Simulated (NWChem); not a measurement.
# CH5N cation, doublet; SMILES of the neutral closed-shell parent CN

```xyz
7

C      0.0221     0.7012    -0.0003
N      0.0004    -0.7013    -0.0001
H     -0.5848     1.0941    -0.8656
H      1.0462     1.1119    -0.0032
H     -0.5786     1.0940     0.8697
H     -0.8913    -1.2278     0.0001
H      0.8665    -1.2685     0.0002
```
Atoms are numbered in this order, from 1.

Results from NWChem. Pople sets run with spherical d functions. Spin-unrestricted. All runs use the structure optimised with PBE-D3(BJ)/def2-SVP, spin-unrestricted. This spin state was assumed; another may lie lower. No stability test was run on the SCF state. Atomic charges in e: unrestrained fits to the electrostatic potential beside Mulliken populations; buried atoms are poorly determined by the fit.

For level UHF/6-31G*:

- Mulliken C1: -0.44
- Mulliken N2: -0.47

Q: What are these values for level B3LYP/def2-SVP?

A: 
* **Mulliken C1**: 0.01
* **Mulliken N2**: 0.04
